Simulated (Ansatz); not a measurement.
Chalcopyrite ZnSnAs₂, treated with PBEsol+SOC in Ansatz (PAW).

Run with plane-wave cutoff 520 eV, 8×8×8 k mesh, Fermi–Dirac smearing 0.01 eV, PAW data made under PBE.

Shape and atoms are relaxed at each volume.

Pressure at four volumes; x = ln(V/25.004 Å³). One pressure is withheld.

| V (Å³/atom) | x | P (GPa) |
|---|---|---|
| 24.004 | -0.0408 | 2.74 |
| 25.004 | 0.0000 | 0.00 |
| 25.504 | 0.0198 | -1.15 |
| 26.004 | 0.0392 | ? |

Question: Pass a parabola P(x) through the three rows shown, estimate the bulk modulus and its pressure derivative near zero pressure, and predict the withheld pressure.

Answer: Slopes between the rows: (0.00 − (2.74))/(0.0000 − (-0.0408)) = -67.16 and (-1.15 − (0.00))/(0.0198 − (0.0000)) = -58.08 GPa. Their difference over the span 0.0606 is c = 9.08/0.0606 = 149.8 GPa, so P(x) = 2.74 + (-67.16)(x − (-0.0408)) + 149.8 (x − (-0.0408))(x − (0.0000)). At the middle row B = −dP/dx = −[-67.16 + 149.8 × 0.0408] = 61.0 GPa, and B′ = dB/dP = 2c/B = 4.9. At x = 0.0392 the parabola gives -2.16 GPa; the run gives -2.19 GPa. The Birch–Murnaghan fit to the energies at all volumes has B0 = 61.1 GPa and B′ = 4.7.

Note: the bulk modulus comes from volumes at which shape and atoms were relaxed.

Ansatz is a first-principles code.
